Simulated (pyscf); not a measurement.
HO–Sn(OH)(OH)–OH + H atom (H•) -> •O–Sn(OH)(OH)–OH + hydrogen (H₂), a hydrogen abstraction (doublet surface; H–O broken, H–H formed). Optimised with ωB97X-D3(BJ)/def2-SVP in PySCF. Energies in kcal/mol from the separated reactants.

Small-basis levels: PySCF, no dispersion term, spherical d functions. AM1 to PM7: differences of heats of formation from MOPAC, which are fitted to 298 K values and so differ in kind from electronic energies by zero-point and thermal terms. GFN2-xTB: tblite. Open shells are spin-unrestricted. 

```csv
level,barrier,reaction energy
HF/6-31G*+LANL2DZ,23.2,+5.0
MP2/6-31G*+LANL2DZ,34.1,+24.6
SVWN5/6-31G*+LANL2DZ,[?],+23.0
BP86/6-31G*+LANL2DZ,8.9,+10.3
PBE/6-31G*+LANL2DZ,11.8,+14.5
B3LYP/LANL2DZ,7.9,+7.0
B3LYP/6-31G*+LANL2DZ,11.7,+9.4
B3LYP/6-311+G**+LANL2DZ,14.4,+13.9
PBE/def2-SVP,[?],+17.6
GFN2-xTB,28.5,+47.9
AM1,21.0,+10.4
PM7,-16.9,-21.3
ωB97M-D3(BJ)/def2-TZVP,[?],+16.0
```

Complete the blanks.


- SVWN5/6-31G*+LANL2DZ, barrier: 9.9
- PBE/def2-SVP, barrier: 12.2
- ωB97M-D3(BJ)/def2-TZVP, barrier: 18.5

Against the last row the barrier runs from -35.3 (PM7) to +15.7 kcal/mol (MP2/6-31G*+LANL2DZ). At SVWN5/6-31G*+LANL2DZ, BP86/6-31G*+LANL2DZ, PBE/6-31G*+LANL2DZ, PBE/def2-SVP, GFN2-xTB, PM7 this geometry lies under one side, so the entry may be no barrier of that level: it is a single point on another level's saddle. ωB97M-D3(BJ)/def2-TZVP has limits of its own. One saddle was located; it need not be the lowest between these sides. The angle at the transferred H is 153°. In the def2 sets elements past Kr carry core potentials, without spin-orbit coupling.
